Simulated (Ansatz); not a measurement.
System (SMILES): [Cl][Al][Cl], doublet.
Atoms: Al1, Cl2, Cl3. Bonds: Al1-Cl2, Al1-Cl3.

Basis-set convergence of the highest harmonic wavenumber at PBE with Ansatz (a first-principles code). Each level at its own minimum, finite differences of forces, unscaled; the reference is a large set that could be run, not a limit. Cartesian d functions, on some or all atoms, in 6-311G**, 6-311+G**; all else is spherical. Open shells are unrestricted. No added dispersion term, no relativity. Reference: the value in aug-pcseg-2, 550 cm⁻¹, itself unsure by roughly 1 cm⁻¹ (its mean distance from aug-cc-pV(T+d)Z, def2-TZVPPD). Deviations are taken from unrounded values.

```json
[
 {"basis": "def2-SVP", "functions": "54", "highest harmonic wavenumber (cm⁻¹)": "566"},
 {"basis": "def2-SVPD", "functions": "78", "highest harmonic wavenumber (cm⁻¹)": "543"},
 {"basis": "pcseg-1", "functions": "54", "highest harmonic wavenumber (cm⁻¹)": "541"},
 {"basis": "aug-pcseg-1", "functions": "81", "highest harmonic wavenumber (cm⁻¹)": "541"},
 {"basis": "cc-pV(D+d)Z", "functions": "69", "highest harmonic wavenumber (cm⁻¹)": "545"},
 {"basis": "aug-cc-pV(D+d)Z", "functions": "96", "highest harmonic wavenumber (cm⁻¹)": "537"},
 {"basis": "6-311G**", "functions": "81", "highest harmonic wavenumber (cm⁻¹)": "545"},
 {"basis": "6-311+G**", "functions": "93", "highest harmonic wavenumber (cm⁻¹)": "546"},
 {"basis": "pcseg-2", "functions": "102", "highest harmonic wavenumber (cm⁻¹)": "555"},
 {"basis": "aug-pcseg-2", "functions": "150", "highest harmonic wavenumber (cm⁻¹)": "550"},
 {"basis": "def2-TZVP", "functions": "111", "highest harmonic wavenumber (cm⁻¹)": "551"},
 {"basis": "def2-TZVPD", "functions": "135", "highest harmonic wavenumber (cm⁻¹)": "549"},
 {"basis": "cc-pV(T+d)Z", "functions": "117", "highest harmonic wavenumber (cm⁻¹)": "550"},
 {"basis": "aug-cc-pV(T+d)Z", "functions": "165", "highest harmonic wavenumber (cm⁻¹)": "549"},
 {"basis": "def2-TZVPP", "functions": "126", "highest harmonic wavenumber (cm⁻¹)": "551"},
 {"basis": "def2-TZVPPD", "functions": "150", "highest harmonic wavenumber (cm⁻¹)": "550"}
]
```

What the diffuse functions change, pair by pair:
- def2-SVP to def2-SVPD: 24 more functions, deviation 16 to -7 cm⁻¹
- pcseg-1 to aug-pcseg-1: 27 more functions, deviation -10 to -9 cm⁻¹
- cc-pV(D+d)Z to aug-cc-pV(D+d)Z: 27 more functions, deviation -6 to -13 cm⁻¹
- 6-311G** to 6-311+G**: 12 more functions, deviation -5 to -4 cm⁻¹
- pcseg-2 to aug-pcseg-2: 48 more functions, deviation 4 to 0 cm⁻¹
- def2-TZVP to def2-TZVPD: 24 more functions, deviation 1 to -1 cm⁻¹
- cc-pV(T+d)Z to aug-cc-pV(T+d)Z: 48 more functions, deviation 0 to -1 cm⁻¹
- def2-TZVPP to def2-TZVPPD: 24 more functions, deviation 1 to -1 cm⁻¹

Leaving out the reference's own pair, they bring the value nearer the reference by more than 1 cm⁻¹ in 2 of 7 pairs.
